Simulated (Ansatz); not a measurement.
System: 1T (CdI2-type) PtS₂. Method: PBEsol-D3(BJ) in Ansatz (plane waves, PAW).

Run with plane-wave cutoff 520 eV, 12×12×8 k mesh (along the axes of the cell as run), Fermi–Dirac smearing 0.01 eV, scalar-relativistic PAW data made under PBE.

Cell (relaxed at this level):

PtS2 has the trigonal space group P-3m1 (No. 164), the CdI2 type structure, Pearson symbol hP3. Conventional cell: a = 3.560 Å, b = 3.560 Å, c = 4.386 Å, α = 90.00°, β = 90.00°, γ = 120.00°. Pt on 1a sees 6 S at 2.374 Å (octahedral). S on 2d has 3 Pt at 2.374 Å (trigonal pyramidal). (Neighbours: up to the widest gap in distance over summed covalent radii, below 1.35, at either atom; cation-cation and far metal-metal contacts left out.)

### Question
What does this level give for the bulk modulus?

### Answer

bulk modulus: 74.5 GPa

The run finds no gap.

Note: the gap of the solid is closed in this run; this level leaves the solid without a gap, although one is measured; the bulk modulus comes from volumes at which shape and atoms were relaxed.

Spin–orbit coupling is not included; it can open a gap where bands touch, and shift volumes and moduli.

Computed values are for the static lattice.

Ansatz is an electronic-structure program.
